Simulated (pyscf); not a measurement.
Addition across a multiple bond or ene-type step: HN=Ta(NH₂)(NH₂)–NH₂ (SMILES [NH]=[Ta]([NH2])([NH2])[NH2]) + SiH₄ (SMILES [SiH4]) → H₂N–TaH(NH₂)(NH₂)–NH–SiH₃ (SMILES [NH2][TaH]([NH2])([NH2])[NH][SiH3])

Gas phase, singlet surface, charge 0. Bonds broken: Si13–H14. Bonds formed: N1–Si13, Ta2–H14. Single points on ωB97X-D3(BJ)/def2-SVP structures (PySCF, gas phase).

Transition state (Å):

```xyz
17

N     -0.3107     2.0644     0.3194
Ta    -1.4734     0.6138     0.5011
N     -1.0454    -0.7467    -0.8683
N     -3.3098     1.1373    -0.0557
N     -1.9917     0.0660     2.3531
H     -0.2198     2.9865    -0.0967
H     -0.3349    -0.6430    -1.5901
H     -1.3266    -1.7243    -0.8113
H     -3.7412     0.8976    -0.9449
H     -3.9241     1.7592     0.4668
H     -1.3824     0.0101     3.1642
H     -2.9526    -0.1388     2.6178
Si     1.2732     1.3457     1.2929
H      0.2593     0.1057     1.4250
H      2.1242     1.8813     0.1652
H      2.3257     0.3778     1.8478
H      1.1139     2.2562     2.4708
```

One imaginary mode, 260i cm⁻¹; descent along it reached the two sides named.

```tsv
bond	change	reactant side (Å)	saddle	product side
Si13–H14	breaks	1.488	1.607	2.561
N1–Si13	forms	3.2	1.993	1.744
Ta2–H14	forms	3.2	2.028	1.795
```

Electronic energies relative to the separated reactants (kcal/mol):

```
level                   barrier  reaction energy  reverse barrier
----------------------  -------  ---------------  ---------------
ωB97X-D3(BJ)/def2-TZVP      3.4            -18.5             21.9
PBE/def2-TZVP               8.5             -9.9             18.4
r²SCAN/def2-TZVP            6.5            -14.0             20.5
B3LYP-D3(BJ)/def2-TZVP      9.4            -13.7             23.0
PBE0-D3(BJ)/def2-TZVP       5.3            -15.5             20.8
M06-2X/def2-TZVP            8.8            -15.4             24.2
ωB97M-D3(BJ)/def2-TZVP      9.1            -14.7             23.8
HF/def2-TZVP               21.9             -9.4             31.4
```

With ωB97M-D3(BJ)/def2-TZVP energies and thermal terms (ideal gas, 1 atm, RRHO with modes under 100 cm⁻¹ raised to 100, one conformer, R ln 2 for chiral ones without a mode under 150 cm⁻¹), in kcal/mol:

```json
[
 {"T (K)": "298", "ΔH‡": "10.3", "ΔG‡": "21.5", "ΔH": "-12.3", "ΔG": "-1.2"},
 {"T (K)": "600", "ΔH‡": "10.2", "ΔG‡": "33.0", "ΔH": "-12.0", "ΔG": "+9.9"},
 {"T (K)": "900", "ΔH‡": "10.6", "ΔG‡": "44.3", "ΔH": "-11.1", "ΔG": "+20.7"},
 {"T (K)": "1200", "ΔH‡": "11.2", "ΔG‡": "55.4", "ΔH": "-9.9", "ΔG": "+31.1"}
]
```

At the saddle there is also a short Si–Ta contact that neither side keeps. This is the saddle that the search found; another between the same sides may lie lower. Elements past Kr carry the def2 core potentials, without spin-orbit coupling.
